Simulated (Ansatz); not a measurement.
Ideal-gas functions of H3N2, SMILES `[NH]N` radical at 800 K and 1 bar, from an Ansatz frequency run at PBE0-D4/def2-TZVP.

Molar mass 31.04 g/mol, point group C1 (symmetry number 1), electronic degeneracy 2, moments of inertia 2.452, 16.216, 18.406 u Å². Harmonic wavenumbers (cm⁻¹, unscaled): 558, 706, 1145, 1284, 1486, 1668, 3451, 3514, 3657.

Use S(trans) = R[1.5 ln M + 2.5 ln T − 1.1517]; rotational temperatures θ = 24.2544 K / I; S(rot) = R[ln(√π/σ · √(T³/θAθBθC)) + 1.5]; for each mode x = 1.438777 ν̃/T, S = R[x/(eˣ − 1) − ln(1 − e⁻ˣ)] and H = RT x/(eˣ − 1); 1 cm⁻¹ = 0.0119627 kJ/mol; R = 8.31446 J/(mol·K).

Problem. By hand: the entropy, in J/(mol·K).

Solution. Translation 172.2. Rotation: θ = 9.8917, 1.4957, 1.3177 K, giving 88.3. Vibration, mode by mode: 8.63, 6.87, 3.64, 2.99, 2.24, 1.73, 0.12, 0.11, 0.09, in all 26.4. Electronic 5.8. Sum 292.7 J/(mol·K).

Problem. By hand: H − E and G − E in kJ/mol, counted from the electronic energy.

Solution. Zero-point energy ½ × 17469 × 0.0119627 = 104.5; thermal vibration 13.4; translation, rotation and pV give 4 RT = 26.6. H − E = 144.5 kJ/mol, and G − E = 144.5 − 800 × 292.7/1000 = -89.7 kJ/mol.

Vibration gives 9 % of the entropy. The sum counts one conformer and one mirror image; others add a mixing term.
